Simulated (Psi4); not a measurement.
Process, species as SMILES: ClO (OH-Cl) + H+ → [OH2+]Cl
B3LYP-D3(BJ)/def2-TZVP geometries, fixed; electronic energies without zero-point terms; positive where energy is released.
Largest species:
```
O
H 1 0.9855
H 1 0.9855 2 111.16
Cl 1 1.7467 2 110.24 3 122.56
```
Charge +1, spin multiplicity 1.

Effect of the grid (radial, spherical points) at M06-2X/cc-pV(T+d)Z with Psi4, against the last row, where the proton affinity is 159.02 kcal/mol. The proton sits at the site shown, which need not be the one that binds it best. Cost is core time over that of grid: 35, 110, rough, on shared machines of one kind.

| setting | grid points, largest species | largest shift of a total energy (mEh) | shift of the proton affinity (kcal/mol) | cost |
|---|---|---|---|---|
| grid: 35, 110 | 14982 | -7.706 | -0.780 | 1× |
| grid: 50, 194 | 37631 | -0.301 | 0.143 | 1× |
| grid: 75, 302 | 86426 | -0.105 | 0.016 | 2× |
| grid: 99, 590 | 222304 | 0.001 | 0.001 | 2× |
| grid: 150, 974 | 553365 | 0.000 | 0.000 | 5× |

Within 0.1 kcal/mol in the proton affinity: grid: 75, 302; grid: 99, 590. The largest shift is 7.706 mEh in a total energy and 0.780 kcal/mol in the difference.
